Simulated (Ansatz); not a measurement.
# Rutile MnF2

All values below come from RPBE (PAW; Ansatz, a first-principles code).

Numerical settings: plane-wave cutoff 520 eV, 8×8×10 k mesh (along the axes of the cell as run), Fermi–Dirac smearing 0.01 eV, spin-polarised with opposed moments, scalar-relativistic PAW data made under PBE.

Cell (measured lattice):

```
MnF2
1.0
    4.87380     0.00000     0.00000
    0.00000     4.87380     0.00000
    0.00000     0.00000     3.31070
Mn F
2 4
Cartesian
  0.00000   0.00000   0.00000
  2.43690   2.43690   1.65535
  1.48114   1.48114   0.00000
  3.91804   0.95576   1.65535
  0.95576   3.91804   1.65535
  3.39266   3.39266   0.00000
```
Starting moments (μB, in the order of the record's atoms Mn Mn F F F F): 5.0 -5.0 0.0 0.0 0.0 0.0.

```
Property                                                     Result
-----------------------------------------------  ------------------
band gap                                         2.51 eV (indirect)
smallest direct gap on the k points sampled                 2.56 eV
magnetic moment (largest site, within a sphere)             4.15 μB
```

Measured, for comparison: band gap 9.9 eV (temperature not stated, not corrected to a static lattice, the source doubts the polymorph; as tabulated in Das and Bazhirov (2019), arXiv:1808.05325). Computed (rounded) less measured: band gap not scored (a reference that its source doubts or gives as a wide range).

Note: cell and atoms aren't relaxed at this level (largest force component 0.04 eV/Å, pressure 6.9 GPa); without U or exact exchange, gaps and moments of open d shells tend to come out too small.

Moments are spin moments.

The computed numbers hold no vibrational or temperature effects.

Cost on a shared machine: around 2.2 core-minutes (rough).
